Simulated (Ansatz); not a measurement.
## Relaxing GaSi

The calculation used Ansatz, DFT PBE, scalar-relativistic, plane waves, PAW.

The start puts GaSi on the zinc blende structure type (F-43m, No. 216), with Ga in place of Zn, Si in place of S, at a guessed volume.

The final relaxation ran on this input, with the default PAW datasets:

```yaml
crystal:
  lattice:
    - [0.0, 2.8260874685, 2.8260874685]
    - [2.8260874685, 0.0, 2.8260874685]
    - [2.8260874685, 2.8260874685, 0.0]
  atoms:
    - { symbol: Ga, position: [0.0, 0.0, 0.0] }
    - { symbol: Si, position: [0.25, 0.25, 0.25] }
basis:
  ecutwfc: 420
kpoints:
  mp_grid: { grid: [18, 18, 18] }
hamiltonian:
  xc: pbe
scf:
  occupations: { method: gaussian, width: 0.1 }
output:
  forces: true
  stress: true
  eigenvalues: true
relax:
  adjacent_minimum: "off"
  f_tol: 0.01
  max_steps: 80
  cell: { stress_tol: 0.05 }
```

Launched as:

```bash
ansatz run input.yaml --threads 1 --pin off --max-ram 2560MiB --backend cpu --events-out ev --progress --plain --runs-dir out
```

The run took 43 s on 1 thread of Arm Neoverse V1, on a shared host, peak memory 0.44 GiB.

End of the output:

```
SCF converged after 6 iterations
Free energy (F): -4418.212658 eV
Harris-Foulkes:  -4418.212658 eV  (|F-HF|=9.09e-13)
Internal energy: -4418.206843 eV  (E = F + TS)
E sigma→0 (E₀):  -4418.209751 eV
Entropy (-TS):   -0.005815 eV (-2.908 meV/atom)
Fermi energy:    5.496844 eV
--- Per-component energies (eV) ---
  E_band       = -75.711990
  E_kinetic    = 153.589127
  E_local      = -2258.530970  (includes V_loc(G=0)·N_el)
  E_nonlocal   = 448.331611
  E_hartree    = 1046.564694
  E_xc         = -123.597244
  E_vxc        = -103.673497  (∫ρ·V_xc dr)
  E_paw        = -2498.456475  (= ΣΔE_a)
  E_vpaw       = -408.557495  (= ΣTr[D̂ρ^β])
  E_aug_tail   = -0.000150  (compensation charges beyond the density's cutoff)
  E_ewald      = -1186.107436
  E_smearing   = -0.005815  (= −TS)
  E_closure    = 0.000000  (closes the sum)
  Σ components = -4418.212658   (vs F -4418.212658, Δ=0.00e0)
--- Forces (eV/Å), atoms counted from 1 ---
  atom   1  Ga     0.00000000     0.00000000     0.00000000
  atom   2  Si     0.00000000     0.00000000     0.00000000
  max |Σ_I F_I| component: 1.30e-16 eV/Å
--- Stress (GPa, compression-positive) ---
        0.039652       0.000000       0.000000
        0.000000       0.039652       0.000000
        0.000000       0.000000       0.039652
  P = ⅓ Tr σ = 0.0397 GPa (0.397 kbar)
--- Relaxed structure (2 steps of the walk, 2 accepted, 1 SCFs on fresh bases) ---
  F+E_penalty+E_count = -4418.21265845 eV   max|allowed force component| = 1.295e-16 eV/Å   (the final SCF, on the basis selected at the relaxed cell)
  cell:  # Å, volume = 45.2088 Å³
    - [0.000000, 2.827468, 2.827468]
    - [2.827468, 0.000000, 2.827468]
    - [2.827468, 2.827468, 0.000000]
  atoms:
    - { symbol: Ga, position: [0.000000, 0.000000, 0.000000] }
    - { symbol: Si, position: [0.25, 0.25, 0.25] }
```

Total energies depend on the potentials used, so only differences within one code and one set of settings carry meaning.

The result has space group F-43m (No. 216). Ga is coordinated by 4 Si at 2.45 Å; around Si lie 4 Ga at 2.45 Å.

Against the elements it lies at 0.31 eV/atom. Formation energies are uncorrected and refer to the elements' standard structures at the same level.

The k mesh leaves about 4 meV/atom of noise in metals.

A structure relaxed within its symmetry needn't be a true minimum.